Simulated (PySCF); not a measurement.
One of the candidates below gave these computed data.

All candidates are C4H5NO.

* XPS: C1s 291.8, C1s 292.4, C1s 292.8, C1s 293.8, N1s 405.3, O1s 538.9 eV [ΔSCF SCAN, pcX-2 on the ionised atom, pcseg-1 elsewhere, spin-free X2C]
* 13C NMR: chemical shifts (computed TMS as zero) by class: 117.1 (1 C), 75.1 (1 C), 72.0 (1 C), 30.4 (1 C) ppm [GIAO KT2/pcSseg-2]
* Valence photoelectron: vertical ionisation energy: 10.68 eV [ΔSCF CAM-B3LYP/def2-SVPD]
* Couplings: largest of the computed one-bond spin–spin couplings (means over like bonds): 13C–1H +165.2, 13C–1H +156.9, 13C–1H +156.8, 13C–1H +148.8, 13C–1H +146.8, 13C–13C +72.6, 13C–13C +31.1, 13C–13C +29.6 Hz [B3LYP/pcJ-1, spin–dipole term left out]
* Triplet: lowest triplet excitation (Tamm–Dancoff): 6.04 eV [TDA CAM-B3LYP/def2-SVPD]
* Polarisability: 52.2 au [CAM-B3LYP/def2-SVPD]
* Rotational structure: rotational constants A, B, C: 9.329, 2.644, 2.382 GHz [PBE0-D3(BJ)/def2-SVP]

Electronic properties: PySCF, gas phase, density fitting. Levels stand in brackets. Geometry: PBE0-D3(BJ)/def2-SVP; no solvent, vibrations or thermal averaging. NMR classes are plain means over equivalent atoms (diastereotopic ones count apart unless rotation or inversion swaps them), as if these changed places fast.

Question: Which candidate is it?
A. `N#C[C@H]1CCO1`
B. `Cc1cocn1`
C. `Cc1ncco1`
D. `C=C/C=N\C=O`

Answer: A. It is `N#C[C@H]1CCO1`. Numbering: `[N:1]#[C:2][C@H:3]1[CH2:4][CH2:5][O:6]1`. Its formula, C4H5NO, gives 3 degrees of unsaturation: 1 ring and 2 π bonds in the structure found. 4 carbons fall into 4 classes; from least to most shielded: nitrile carbon [C2] (117.1 ppm), ring sp3 carbon bound to oxygen [C5] (75.1 ppm), ring sp3 carbon bound to oxygen [C3] (72.0 ppm), four-membered-ring carbon [C4] (30.4 ppm). The couplings run between: +165.2 Hz, sp3 carbon bound to oxygen [C3] and its hydrogen; +156.9 Hz, sp3 carbon bound to oxygen [C5] and its hydrogen; +156.8 Hz, sp3 carbon bound to oxygen [C5] and its hydrogen; +148.8 Hz, four-membered-ring carbon [C4] and its hydrogen; +146.8 Hz, four-membered-ring carbon [C4] and its hydrogen; +72.6 Hz, nitrile carbon [C2] and sp3 carbon bound to oxygen [C3]; +31.1 Hz, four-membered-ring carbon [C4] and sp3 carbon bound to oxygen [C5]; +29.6 Hz, sp3 carbon bound to oxygen [C3] and four-membered-ring carbon [C4]. The core levels belong to: C1s 291.8 eV, four-membered-ring carbon [C4]; C1s 292.4 eV, nitrile carbon [C2]; C1s 292.8 eV, sp3 carbon bound to oxygen [C5]; C1s 293.8 eV, sp3 carbon bound to oxygen [C3]; N1s 405.3 eV, nitrile nitrogen [N1]; O1s 538.9 eV, cyclic ether oxygen [O6]. The hole state at 292.4 eV has ⟨S²⟩ = 0.82 against 0.75, so that value is less sure. The first electron is taken from the HOMO, whose largest Löwdin shares are 0.56 on the cyclic ether oxygen, 0.12 on an sp3 carbon bound to oxygen, 0.07 on an sp3 carbon bound to oxygen and 0.07 on a methylene hydrogen. The optimised geometry has point group C1 and is an asymmetric top.

The others, at the same levels:
- `Cc1ncco1` fails: its computed core binding energies are C1s 291.2, C1s 291.4, C1s 291.8, C1s 292.8, N1s 404.7, O1s 540.3 eV, vertical ionisation energy is 9.26 eV (against 10.68 eV) and lowest triplet excitation (Tamm–Dancoff) is 4.20 eV (against 6.04 eV).
- `Cc1cocn1` fails: its computed 13C shifts are 145.8 (1 C), 137.7 (1 C), 133.9 (1 C), 12.5 (1 C) ppm, vertical ionisation energy is 9.25 eV (against 10.68 eV) and lowest triplet excitation (Tamm–Dancoff) is 4.10 eV (against 6.04 eV).
- `C=C/C=N\C=O` fails: its computed 13C shifts are 168.6 (1 C), 154.4 (1 C), 135.6 (1 C), 133.2 (1 C) ppm, rotational constant A is 9.783 GHz (against 9.329 GHz) and smallest rotational constant is 1.798 GHz (against 2.382 GHz).

Each candidate is one conformer, not necessarily the lowest. The conformers computed, where there is a choice (atom-mapped SMILES and torsion angles):
- `[CH2:1]=[CH:2]/[CH:3]=[N:4]\[CH:5]=[O:6]`: C1–C2–C3–N4 -178°, C3–N4–C5–O6 -72°
